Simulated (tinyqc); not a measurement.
The integration grid: Kohn-Sham SCAN on finer and finer grids in the sto-3g basis, for HF, spin multiplicity 1. Computed by the program tinyqc with PySCF. Self-consistent on each grid; the net force on the molecule should vanish.

Geometry (angstrom):
```
atom       x       y       z
F     0.0000  0.0000  0.0000
H     0.0000  0.0000  1.2140
```

Kohn-Sham energy on Becke grids (radial x angular points per atom):
```
grid       points  residual of the electron count  E (hartree)  E - finest (mhartree)  largest net force without grid terms (hartree/bohr)
10 x 14       274                       -8.27e-02   -98.687646             198.677723                                             1.88e-01
15 x 26       771                        1.54e-03   -98.896621             -10.297551                                             8.59e-02
20 x 50      1987                       -8.41e-04   -98.881192               5.131212                                             3.09e-01
30 x 86      5141                       -1.61e-04   -98.879196               7.127330                                             4.52e-02
50 x 194    19368                       -2.53e-06   -98.890867              -4.543678                                             1.51e-01
75 x 302    45252                        8.07e-09   -98.885338               0.985156                                             8.03e-02
120 x 590  141431                        7.75e-09   -98.886323               0.000000                                             3.17e-03
```

What does the comparison show, and why?

The energy is within 0.1 mhartree of the finest grid first at 120 x 590. The error has both signs, since quadrature is not variational. The electron count and the net force are cheap signs of a poor grid.
